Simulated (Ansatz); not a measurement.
`[OH][AlH][Cl]` + H₂O → `[OH][AlH][OH]` + HCl at 600 K and 1 bar (formal hydrolysis of the Al–Cl bond).

Computed with Ansatz on PBE0-D4/def2-TZVP structures; ΔE is electronic, products minus reactants. CCSD(T)/CBS is frozen-core, at the limit of the def2 triple- and quadruple-zeta sets. One conformer a species, not always the lowest.

```tsv
species	CCSD(T)/CBS energy (Eh)	H − E (kJ/mol)	S (J/(mol·K))
`[OH][AlH][Cl]`	-778.29417	96.1	342.8
H₂O	-76.37685	76.8	212.8
`[OH][AlH][OH]`	-394.27670	131.8	341.3
HCl	-460.38167	35.4	207.2
```

H − E and S are ideal-gas, rigid-rotor, harmonic terms from PBE0-D4/def2-TZVP, for one conformer and one mirror image of each species. 1 Eh = 2625.50 kJ/mol, R = 8.31446 J/(mol·K).

By hand: ΔE, ΔH, ΔS and ΔG.

ΔE = (-394.27670) + (-460.38167) − (-778.29417) − (-76.37685) = 0.01265 Eh = 33.2 kJ/mol. Δ(H − E) = 131.8 + 35.4 − 96.1 − 76.8 = -5.7, so ΔH = 27.5 kJ/mol. ΔS = 341.3 + 207.2 − 342.8 − 212.8 = -7.1 J/(mol·K). ΔG = 27.5 − 600 × (-7.1)/1000 = 31.8 kJ/mol.

By hand: the equilibrium constant, and the temperature at which ΔG would vanish if ΔH and ΔS stayed fixed.

log₁₀ K = −ΔG/(RT ln 10) = -2.8. ΔH and −TΔS have one sign here, so there is no such temperature.

The number of gas molecules stays the same, so ΔS is small and ΔH decides. A doubt of 5 kJ/mol in ΔE shifts log₁₀ K by 0.4 here. Other conformers and mirror images would add mixing entropy, several J/(mol·K) or more a flexible species. These are equilibria of isolated gas molecules and say nothing of rates. Largest T1 diagnostic: 0.012 (customary marks: 0.02 for closed shells, 0.045 for open ones).

ΔS is within the doubt of such terms, so its sign, and with it that verdict, could turn.
